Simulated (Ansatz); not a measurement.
Computed with Ansatz on PBE0-D4/def2-TZVP structures; ΔE is electronic, products minus reactants. CCSD(T)/CBS is the MP2 limit (def2-TZVPP, def2-QZVPP) plus CCSD(T) − MP2 in def2-TZVPP, frozen cores. Functionals use def2-TZVPP. One conformer a species, not always the lowest.

Consider the isomerisation: `C=CC(C)(F)Cl` → `CC/C=C(\F)Cl`.

`C=CC(C)(F)Cl`:

Z-matrix (Å, degrees):
```
C
C 1 1.492
F 1 1.364 2 110.5
C 1 1.508 2 113.8 3 122.8
Cl 1 1.808 2 107.7 3 -116.4
C 2 1.322 1 123.9 3 -2.3
H 2 1.085 1 114.6 3 178.3
H 4 1.090 1 110.4 2 57.5
H 4 1.090 1 109.8 2 177.8
H 4 1.092 1 108.7 2 -62.2
H 6 1.083 2 121.5 1 1.1
H 6 1.083 2 120.8 1 -179.2
```

`CC/C=C(\F)Cl`:

Cartesian coordinates in Å:
```
C 0.789 0.751 1.260
C 0.049 0.780 -0.072
C -0.747 -0.461 -0.302
C -0.553 -1.300 -1.303
F 0.377 -1.116 -2.235
Cl -1.442 -2.737 -1.575
H 0.095 0.621 2.095
H 1.505 -0.073 1.291
H 1.335 1.683 1.422
H 0.755 0.925 -0.892
H -0.630 1.641 -0.089
H -1.531 -0.716 0.401
```

```
             level  ΔE (kJ/mol)  difference from CCSD(T)/CBS
         r2SCAN-D4         14.9                         -7.6
           PBE0-D4         10.3                        -12.2
               PBE          4.9                        -17.6
            r2SCAN         14.4                         -8.1
     HF/def2-TZVPP         23.2                          0.7
    MP2/def2-TZVPP         19.1                         -3.4
SCS-MP2/def2-TZVPP         19.4                         -3.1
     HF/def2-QZVPP         22.7                          0.2
SCS-MP2/def2-QZVPP         20.4                         -2.1
    CCSD/CBS(def2)         22.1                         -0.4
       CCSD(T)/CBS         22.5                            0
```

Largest T1 diagnostic among the species: 0.011.

From PBE to PBE0 (25 % exact exchange), in def2-TZVPP and without D4, ΔE moves by +3.1 kJ/mol. The D4 term adds +4.5 kJ/mol with B3LYP and +2.3 kJ/mol with PBE0; it sums over pairs of atoms, weighted by their polarisabilities, and B3LYP, whose exchange is more repulsive, gets the larger term.

B3LYP here is the variant with VWN-RPA as its local correlation; programs differ in this.
